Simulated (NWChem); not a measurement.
# Correlation energy of formic acid (CH2O2)

```xyz
5

O      0.7441     0.8276     0.0000
C      0.1773    -0.3776     0.0000
O     -1.0006    -0.5842     0.0000
H      0.0245     1.4806     0.0000
H      0.9640    -1.1615     0.0000
```
Charge 0, spin multiplicity 1.

All runs are NWChem calculations. Structure: optimised with PBE0/def2-SVP, a minimum by its harmonic frequencies. It is one conformer; others weren't searched.

Basis set: 3-21G. Each correlation energy counts from its own Hartree-Fock reference.

The correlated methods keep 3 core orbitals frozen. Coupled-cluster values serve here as a point of comparison, not as the truth.

Task: One of these methods gave a correlation energy of -331.6 mHa. Which?
A. CCSD
B. SCS-MP2
C. CR-CCSD[T]
D. MP2

Result: D, MP2. The others give -324.2 (SCS-MP2), -347.8 (CR-CCSD[T]), -337.9 (CCSD).
